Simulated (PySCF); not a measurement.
Working out the ionisation energy of N

N [He] 2s2 2p3 (4S) → N⁺ [He] 2s2 2p2 (3P). Calculation: PySCF 2.14, in aug-cc-pwCVTZ; the non-relativistic Hamiltonian (point nucleus). Frozen: nothing. Energies in hartree (1 hartree = 27.21139 eV):

```json
{"part": "UHF", "N (lower)": "-54.401212", "N⁺ (upper)": "-53.890627"}
{"part": "MP2 opposite-spin", "N (lower)": "-0.112553", "N⁺ (upper)": "-0.103666"}
{"part": "MP2 same-spin", "N (lower)": "-0.035845", "N⁺ (upper)": "-0.018287"}
```

Problem. What does Hartree-Fock give?

Solution. (-53.890627) − (-54.401212) = 0.510585 hartree = 13.894 eV.

Problem. What do MP2 and SCS-MP2 (6/5 opposite-spin, 1/3 same-spin) give?

Solution. The opposite-spin parts differ by 0.242 eV and the same-spin parts by 0.478 eV. MP2: 13.894 + (0.242) + (0.478) = 14.614 eV. SCS-MP2: 13.894 + 1.2 × (0.242) + (0.478)/3 = 14.344 eV.

Measured between the centres of the two terms (NIST): 14.545 eV, so MP2 (valence and next inner shell) is off by 0.069 eV.

What remains against the reference includes basis incompleteness and correlation beyond second order.
